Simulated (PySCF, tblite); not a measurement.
**C₄H₃S₂ radical: geometry, infrared bands and EPR parameters**

Wanted: the infrared bands and EPR parameters of C₄H₃S₂ radical (`Sc1c[c]cs1`), by calculation.

Programs: tblite 0.8.0 and PySCF 2.14.0, with density-fitted response routines of our own. Each step states its level of theory. These are calculated values for one molecule in the gas phase, unless marked as measured. Atoms are numbered from 0 throughout.

## (1) The molecule as given

9 atoms, charge 0, multiplicity 2; geometry from: force field or distance geometry start.

Bonds of the start (Å): S0–C1 1.76, C1–C2 1.37, C2–C3 1.43, C3–C4 1.38, C4–S5 1.71, S5–C1 1.71, S0–H6 1.34, C2–H7 1.08, C4–H8 1.07.

## (2) Optimising the geometry with GFN2-xTB

Job settings and geometry (Å):

```
{"job": {"kind": "relax", "xc": "GFN2-xTB", "basis": "xTB"}, "charge": 0, "multiplicity": 2}
S      2.447000     0.087200    -0.321200
C      0.695600     0.003900    -0.130300
C     -0.143000    -0.825300    -0.821700
C     -1.501000    -0.640800    -0.426900
C     -1.643800     0.287700     0.582200
S     -0.138300     0.964300     1.015400
H      2.669500     1.031000     0.606200
H      0.176700    -1.507800    -1.589200
H     -2.549300     0.606000     1.060300
```

The run is started by

```
$ OMP_NUM_THREADS=1 python probes_run.py task.json out
```

This one command runs all jobs of the session in turn.

**Question.** This job is followed by: GFN2-xTB harmonic vibrations, gas phase; UKS B3LYP, pcH-1 on C H S, non-relativistic, mean-field spin-orbit, GIAO. Predict these results of the whole session: strongest single infrared mode (GFN2-xTB); zero-point energy (GFN2-xTB); g(iso) (B3LYP); ⟨S²⟩; largest a(iso); surface potential, 1st and 99th percentile.

The runs gave:

| quantity | value |
| --- | --- |
| strongest single infrared mode (GFN2-xTB) | 2432 cm⁻¹, 75 km/mol |
| zero-point energy (GFN2-xTB) | 31.8 kcal/mol |
| g(iso) (B3LYP) | 2.00143 |
| ⟨S²⟩ | 0.758 (exact 0.75) |
| largest a(iso) | 13C on C3, 411.8 MHz |
| surface potential, 1st and 99th percentile | -0.62 V and 1.55 V |

**Reading.** Over 17 steps the energy fell by 0.146 eV; of the close pairs, C4–S5 changed most, 1.706 to 1.768 Å. All 21 modes are real, so the xTB geometry is a minimum. The strongest single mode, at 2432 cm⁻¹, moves mainly H6. Unscaled tight-binding wavenumbers are off by several per cent, some by more. Its intensities can rank the bands wrongly. Most of the unpaired spin sits on C3 (0.97 e). The isotropic g lies 0.9 ppt below the free-electron value.
